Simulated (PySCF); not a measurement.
Gas-phase reaction: SiO2 + Cl2 → SiOCl2 + O

Computed with PySCF (xtb for GFN2) and rigid-rotor harmonic-oscillator thermochemistry at 1 bar. † marks an energy on the PBE0/def2-TZVP geometry and frequencies; other levels use their own. MP2 and CCSD(T) freeze the core. Open shells (unrestricted): O (multiplicity 3, electronic degeneracy 9); the rest are closed-shell singlets. GFN2 has no spin-polarisation term. Spin-orbit splitting is ignored; it lowers the true energy and changes the entropy of O. B3LYP is the form with VWN-RPA correlation. SiOCl2: computed as isolated molecules; such fragments, hydroxides, amides, oligomers or adducts are transient or little studied in the gas. MP2 isn't extrapolated to the basis-set limit; its ΔH°(298 K) is 28.9 kJ in def2-SVP and 77.6 kJ in def2-TZVPP. CCSD(T) isn't extrapolated to the basis-set limit; its ΔH°(298 K) is 5.9 kJ in def2-SVP and 46.1 kJ in def2-TZVPP. The harmonic model lacks anharmonicity and excited electronic states, which grow with temperature; levels with a mode under 35 cm⁻¹ are left out. Warning, large T1 diagnostic: SiO2 (CCSD(T)/def2-SVP†, CCSD(T)/def2-TZVPP†).

```tsv
level	ΔE electronic, kJ	ΔH°(298 K), kJ	ΔS°(298 K), J/K	ΔG°(1400 K), kJ
B3LYP/def2-TZVP†	76	74	9	54
CCSD(T)/def2-SVP†	8	6	9	-14
CCSD(T)/def2-TZVPP†	48	46	9	26
GFN2-xTB	659	655	15	626
M06-2X/def2-TZVP†	60	58	9	37
MP2/def2-TZVPP†	80	78	9	57
PBE/def2-SVP	91	90	9	70
PBE/def2-TZVP†	116	114	9	94
PBE0/def2-SVP†	17	15	9	-5
LDA/def2-TZVP†	173	171	9	151
```
ΔH° is lowest at CCSD(T)/def2-SVP† and highest at GFN2-xTB. No reference value is set beside these.
